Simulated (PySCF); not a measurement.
All values below come from PBE0-D4/def2-TZVP run with PySCF. Isolated molecules, 0 K electronic values unless said otherwise. 

Reference species (SMILES): `[CH2]C` (neutral, multiplicity 2).

```yaml
highest_occupied_spin_orbital: -5.93 eV
```

Changed species: `[GeH3][CH2]` (radical fragment; the reference has radical fragment).

Question: What does the change do to the highest occupied spin orbital?

Answer: the highest occupied spin orbital decreases by 0.95 eV, to -6.88 eV.
